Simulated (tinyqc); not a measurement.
Worked calculation (part 2 of 2): UHF in the sto-3g basis, for H2O+, spin multiplicity 2. This run ends on a higher stationary point, not on the lowest solution. Computed by tinyqc, a small Python program that keeps every step (integrals from PySCF). Command: `OMP_NUM_THREADS=1 python tinyqc.py 31255 31256 out.jsonl` (the two numbers bound the seeds that draw the settings). One thread of a shared host (Intel(R) Xeon(R) Processor @ 2.60GHz), about 0.1 s of CPU time with the checks.

Geometry (angstrom):

| atom | x | y | z |
|---|---|---|---|
| O | 0.000000 | 0.000000 | 0.000000 |
| H | 0.000000 | 1.014000 | 0.622000 |
| H | 0.000000 | -1.030000 | 0.632000 |

## Iteration 2: diagonalisation and new density

F(alpha) (hartree), lower triangle:
```
             1O 1s      1O 2s     1O 2px     1O 2py     1O 2pz      2H 1s      3H 1s
1O 1s   -19.975141
1O 2s    -5.136426  -2.583754
1O 2px    0.000000   0.000000  -0.461933
1O 2py    0.000269  -0.000578   0.000000  -0.669567
1O 2pz   -0.008497  -0.128256   0.000000  -0.001518  -0.503028
2H 1s    -0.688438  -0.722314   0.000000  -0.345821  -0.233082  -0.536220
3H 1s    -0.658866  -0.698933   0.000000   0.337899  -0.227542  -0.174869  -0.528701
```

F(beta) (hartree), lower triangle:
```
             1O 1s      1O 2s     1O 2px     1O 2py     1O 2pz      2H 1s      3H 1s
1O 1s   -19.948991
1O 2s    -5.096580  -2.399776
1O 2px    0.000000   0.000000  -0.412886
1O 2py    0.000033  -0.007612   0.000000   0.222438
1O 2pz   -0.008728  -0.131125   0.000000  -0.000454  -0.454623
2H 1s    -0.680190  -0.671418   0.000000  -0.206946  -0.228354  -0.492037
3H 1s    -0.650878  -0.647756   0.000000   0.200008  -0.223054  -0.182517  -0.486056
```

X, lower triangle:
```
            1O 1s      1O 2s    1O 2px     1O 2py     1O 2pz      2H 1s     3H 1s
1O 1s    1.023287
1O 2s   -0.133462   1.118979
1O 2px   0.000000   0.000000  1.000000
1O 2py  -0.000227   0.002474  0.000000   1.061888
1O 2pz  -0.005003   0.045269  0.000000   0.001036   1.021114
2H 1s    0.017359  -0.189895  0.000000  -0.158132  -0.088625   1.094235
3H 1s    0.016857  -0.182147  0.000000   0.153477  -0.085596  -0.037499  1.088474
```

Diagonalise F' = X^T F X, C = X C', fill 5 alpha and 4 beta electrons from the bottom; D(s) = C_occ C_occ^T. Each column has its largest component positive (the first on a tie).

F' = X^T F X (alpha) (hartree), lower triangle:
```
            1          2          3          4          5          6          7
1  -19.600485
2   -2.656957  -1.586971
3    0.000000   0.000000  -0.461933
4   -0.000427   0.003398   0.000000  -0.546089
5   -0.015796  -0.053303   0.000000   0.000491  -0.458472
6   -0.061750  -0.301215   0.000000  -0.256399  -0.156139  -0.286518
7   -0.055719  -0.288659   0.000000   0.249117  -0.151094  -0.042892  -0.294338
```

orbital energies (alpha) (hartree): MO1 -19.985264, MO2 -1.377554, MO3 -0.784184, MO4 -0.533696, MO5 -0.461933, MO6 -0.083885, MO7 -0.008289

coefficients C (alpha):
```
              MO1        MO2        MO3        MO4       MO5        MO6        MO7
1O 1s    0.993801  -0.249094   0.001550   0.081534  0.000000   0.095005   0.013250
1O 2s    0.026184   0.936444  -0.008060  -0.384794  0.000000  -0.555988  -0.079693
1O 2px   0.000000   0.000000   0.000000   0.000000  1.000000   0.000000   0.000000
1O 2py   0.000049   0.001011   0.761640  -0.003233  0.000000   0.089252  -0.766878
1O 2pz   0.001933   0.137731   0.004211   0.840817  0.000000  -0.573637  -0.070048
2H 1s   -0.004478   0.101973   0.313876   0.250957  0.000000   0.629069   0.836859
3H 1s   -0.004333   0.098562  -0.311719   0.259664  0.000000   0.805092  -0.654236
```

F' = X^T F X (beta) (hartree), lower triangle:
```
            1          2          3          4          5          6          7
1  -19.580588
2   -2.640506  -1.407633
3    0.000000   0.000000  -0.412886
4    0.000169  -0.003606   0.000000   0.370603
5   -0.015390  -0.056683   0.000000   0.001740  -0.409791
6   -0.062516  -0.281482   0.000000  -0.240320  -0.155714  -0.275052
7   -0.056519  -0.269585   0.000000   0.233059  -0.150462  -0.042708  -0.283409
```

orbital energies (beta) (hartree): MO1 -19.957482, MO2 -1.215723, MO3 -0.482137, MO4 -0.412886, MO5 -0.384842, MO6 -0.064685, MO7 0.519000

coefficients C (beta):
```
              MO1        MO2        MO3       MO4        MO5        MO6        MO7
1O 1s    0.994364  -0.241022   0.094642  0.000000  -0.001685   0.098625  -0.001054
1O 2s    0.023932   0.905285  -0.440747  0.000000   0.008211  -0.571564   0.009747
1O 2px   0.000000   0.000000   0.000000  1.000000   0.000000   0.000000   0.000000
1O 2py   0.000067   0.004432  -0.004424  0.000000  -0.228551   0.012028   1.060073
1O 2pz   0.001856   0.164353   0.820325  0.000000  -0.017246  -0.599672   0.008792
2H 1s   -0.004228   0.129902   0.258784  0.000000  -0.657985   0.723549  -0.477126
3H 1s   -0.004084   0.125086   0.273831  0.000000   0.675111   0.705308   0.454581
```

D(alpha) after iteration 2, lower triangle:
```
            1O 1s      1O 2s    1O 2px     1O 2py    1O 2pz      2H 1s     3H 1s
1O 1s    1.056337
1O 2s   -0.238627   1.025745
1O 2px   0.000000   0.000000  1.000000
1O 2py   0.000714  -0.003946  0.000000   0.580107
1O 2pz   0.036175  -0.194548  0.000000   0.000628  0.725965
2H 1s   -0.008903  -0.003722  0.000000   0.238352  0.226367   0.171916
3H 1s   -0.008169  -0.005220  0.000000  -0.238158  0.230584  -0.022606  0.174327
```

D(beta) after iteration 2, lower triangle:
```
            1O 1s      1O 2s    1O 2px     1O 2py    1O 2pz     2H 1s     3H 1s
1O 1s    1.055808
1O 2s   -0.236110   1.014371
1O 2px   0.000000   0.000000  1.000000
1O 2py  -0.001421   0.005964  0.000000   0.000039
1O 2pz   0.039871  -0.212725  0.000000  -0.002901  0.699949
2H 1s   -0.011022   0.003439  0.000000  -0.000569  0.233629  0.083862
3H 1s   -0.008294  -0.007550  0.000000  -0.000657  0.245181  0.087129  0.090647
```

## Iteration 66 (converged): orbitals

converged F(alpha) (hartree), lower triangle:
```
             1O 1s      1O 2s     1O 2px     1O 2py     1O 2pz      2H 1s      3H 1s
1O 1s   -20.853419
1O 2s    -5.312914  -2.953085
1O 2px    0.000000   0.000000  -0.892352
1O 2py   -0.000402  -0.003243   0.000000  -0.806662
1O 2pz   -0.004047   0.000873   0.000000  -0.001241  -0.929669
2H 1s    -0.710691  -0.848065   0.000000  -0.470150  -0.316395  -0.687245
3H 1s    -0.680142  -0.821889   0.000000   0.461247  -0.310858  -0.189910  -0.675776
```

converged F(beta) (hartree), lower triangle:
```
             1O 1s      1O 2s     1O 2px     1O 2py     1O 2pz      2H 1s      3H 1s
1O 1s   -20.828072
1O 2s    -5.282428  -2.759019
1O 2px    0.000000   0.000000  -0.840960
1O 2py   -0.000391  -0.001042   0.000000  -0.737971
1O 2pz   -0.004792  -0.198955   0.000000  -0.005338  -0.166371
2H 1s    -0.704259  -0.825556   0.000000  -0.462967  -0.220986  -0.634997
3H 1s    -0.673858  -0.800194   0.000000   0.452208  -0.212706  -0.157381  -0.618502
```

As before.

F' = X^T F X (alpha) (hartree), lower triangle:
```
            1          2          3          4          5          6          7
1  -20.478857
2   -2.690069  -1.907361
3    0.000000   0.000000  -0.892352
4   -0.000836   0.001332   0.000000  -0.625238
5   -0.029852   0.109717   0.000000   0.001212  -0.863050
6   -0.058765  -0.368552   0.000000  -0.364484  -0.225886  -0.371549
7   -0.052668  -0.356045   0.000000   0.357427  -0.220868  -0.036578  -0.377278
```

orbital energies (alpha) (hartree): MO1 -20.861778, MO2 -1.714409, MO3 -1.012115, MO4 -1.005864, MO5 -0.892352, MO6 -0.078506, MO7 0.049338

coefficients C (alpha):
```
              MO1        MO2        MO3        MO4       MO5        MO6        MO7
1O 1s    0.994475  -0.251883   0.010447   0.040331  0.000000   0.106373  -0.007937
1O 2s    0.023413   0.958457  -0.055288  -0.213954  0.000000  -0.608963   0.048616
1O 2px   0.000000   0.000000   0.000000   0.000000  1.000000   0.000000   0.000000
1O 2py   0.000083   0.003228   0.696204  -0.156085  0.000000   0.049410   0.815267
1O 2pz   0.001349   0.007472   0.192548   0.866309  0.000000  -0.520530   0.036808
2H 1s   -0.003903   0.092685   0.395769   0.135913  0.000000   0.689742  -0.780078
3H 1s   -0.003753   0.089930  -0.302535   0.291461  0.000000   0.778603   0.678029
```

F' = X^T F X (beta) (hartree), lower triangle:
```
            1          2          3          4          5          6          7
1  -20.457164
2   -2.685677  -1.706682
3    0.000000   0.000000  -0.840960
4   -0.001138   0.004172   0.000000  -0.552062
5   -0.004503  -0.113363   0.000000  -0.002676  -0.118709
6   -0.057112  -0.372135   0.000000  -0.370555  -0.158147  -0.333023
7   -0.050990  -0.359799   0.000000   0.361673  -0.151446  -0.021442  -0.333630
```

orbital energies (beta) (hartree): MO1 -20.835346, MO2 -1.566391, MO3 -0.963502, MO4 -0.840960, MO5 -0.276335, MO6 0.040128, MO7 0.100177

coefficients C (beta):
```
              MO1        MO2        MO3       MO4        MO5        MO6        MO7
1O 1s    0.994880  -0.243251   0.002342  0.000000  -0.112556  -0.061906  -0.008645
1O 2s    0.021784   0.923307  -0.012014  0.000000   0.576331   0.391088   0.054758
1O 2px   0.000000   0.000000   0.000000  1.000000   0.000000   0.000000   0.000000
1O 2py   0.000076   0.002338   0.694299  0.000000  -0.002556  -0.077280   0.829542
1O 2pz   0.001533   0.125205   0.004237  0.000000  -0.560032   0.851233   0.077471
2H 1s   -0.003734   0.119273   0.376841  0.000000  -0.497070  -0.502066  -0.782674
3H 1s   -0.003597   0.114237  -0.372277  0.000000  -0.518329  -0.633391   0.654999
```

D(alpha) after iteration 66, lower triangle:
```
            1O 1s      1O 2s    1O 2px     1O 2py    1O 2pz      2H 1s     3H 1s
1O 1s    1.054161
1O 2s   -0.227342   0.968020
1O 2px   0.000000   0.000000  1.000000
1O 2py   0.000247  -0.002000  0.000000   0.509072
1O 2pz   0.036410  -0.188803  0.000000  -0.001141  0.787624
2H 1s   -0.017611   0.037783  0.000000   0.254621  0.194635   0.183711
3H 1s   -0.017790   0.040473  0.000000  -0.255829  0.194910  -0.071771  0.184579
```

D(beta) after iteration 66, lower triangle:
```
            1O 1s      1O 2s    1O 2px     1O 2py    1O 2pz      2H 1s     3H 1s
1O 1s    1.048963
1O 2s   -0.202951   0.853114
1O 2px   0.000000   0.000000  1.000000
1O 2py   0.001133  -0.006182  0.000000   0.482057
1O 2pz  -0.028921   0.115585  0.000000   0.003235  0.015697
2H 1s   -0.031846   0.105517  0.000000   0.261919  0.016525   0.156250
3H 1s   -0.032239   0.109870  0.000000  -0.258205  0.012720  -0.126650  0.151653
```

## Convergence

Stop when the energy changes by less than 1e-09 hartree and every element of the error matrix X^T (F D S - S D F) X (for each spin) is below 9e-06.

Course of the cycle:

| iteration | E (hartree) | change | largest element of the error matrix |
|---|---|---|---|
| 1 | -26.35416654 | - | 1.67e-01 |
| 2 | -73.80000469 | -4.74e+01 | 2.33e-01 |
| 3 | -74.37720280 | -5.77e-01 | 5.93e-02 |
| 4 | -74.38960130 | -1.24e-02 | 1.61e-02 |
| 5 | -74.39192095 | -2.32e-03 | 1.31e-02 |
| 6 | -74.39326154 | -1.34e-03 | 1.03e-02 |
| 7 | -74.39409326 | -8.32e-04 | 8.11e-03 |
| 8 | -74.39461714 | -5.24e-04 | 6.48e-03 |
| 9 | -74.39495102 | -3.34e-04 | 5.24e-03 |
| 10 | -74.39517200 | -2.21e-04 | 4.32e-03 |
| 11 | -74.39533452 | -1.63e-04 | 3.70e-03 |
| 12 | -74.39548246 | -1.48e-04 | 4.39e-03 |
| 13 | -74.39566005 | -1.78e-04 | 5.84e-03 |
| 14 | -74.39592436 | -2.64e-04 | 7.77e-03 |
| ... | ... | ... | ... |
| 53 | -74.55951343 | -2.01e-07 | 1.21e-04 |
| 54 | -74.55951357 | -1.33e-07 | 9.82e-05 |
| 55 | -74.55951365 | -8.73e-08 | 7.95e-05 |
| 56 | -74.55951371 | -5.74e-08 | 6.44e-05 |
| 57 | -74.55951375 | -3.78e-08 | 5.21e-05 |
| 58 | -74.55951377 | -2.49e-08 | 4.22e-05 |
| 59 | -74.55951379 | -1.64e-08 | 3.42e-05 |
| 60 | -74.55951380 | -1.08e-08 | 2.77e-05 |
| 61 | -74.55951381 | -7.10e-09 | 2.25e-05 |
| 62 | -74.55951381 | -4.68e-09 | 1.82e-05 |
| 63 | -74.55951382 | -3.08e-09 | 1.48e-05 |
| 64 | -74.55951382 | -2.03e-09 | 1.20e-05 |
| 65 | -74.55951382 | -1.33e-09 | 9.73e-06 |
| 66 | -74.55951382 | -8.79e-10 | 7.89e-06 |

PySCF UHF in the same basis, after a stability check = -74.62919632 hartree

Converged in 66 iterations. But the solution lies 0.06968 hartree above the reference: it is another stationary point, not the lowest one. Reruns (cap 100 unless said): DIIS 8: converged in 22 to a higher stationary point; damping 0.5: not converged; level shift 0.5: not converged; atomic densities as start, DIIS 8: converged in 12.

## Populations, bond orders and dipole

overlap S, lower triangle:
```
           1O 1s     1O 2s    1O 2px     1O 2py    1O 2pz     2H 1s     3H 1s
1O 1s   1.000000
1O 2s   0.236704  1.000000
1O 2px  0.000000  0.000000  1.000000
1O 2py  0.000000  0.000000  0.000000   1.000000
1O 2pz  0.000000  0.000000  0.000000   0.000000  1.000000
2H 1s   0.031071  0.336182  0.000000   0.261081  0.160150  1.000000
3H 1s   0.029728  0.326249  0.000000  -0.254932  0.156424  0.110858  1.000000
```

Mulliken: Z minus the diagonal of D S on the atom; Loewdin: the same with S^(1/2) D S^(1/2); Mayer order: 2 sum_s sum (D(s) S)_ij (D(s) S)_ji over the two atoms.

Charges (e):

| atom | Mulliken | Loewdin | Mulliken spin |
|---|---|---|---|
| 1O | 0.058598 | 0.171005 | 0.917473 |
| 2H | 0.466722 | 0.409235 | 0.037836 |
| 3H | 0.474680 | 0.419760 | 0.044692 |

Mayer bond orders:

| pair | order |
|---|---|
| 2-1 | 0.730794 |
| 3-1 | 0.722736 |
| 3-2 | 0.049946 |

dipole moment about the origin, x y z (debye): 0.000000  -0.070465  2.816003

<S^2> of the determinant (pure state: 0.75) = 0.750557
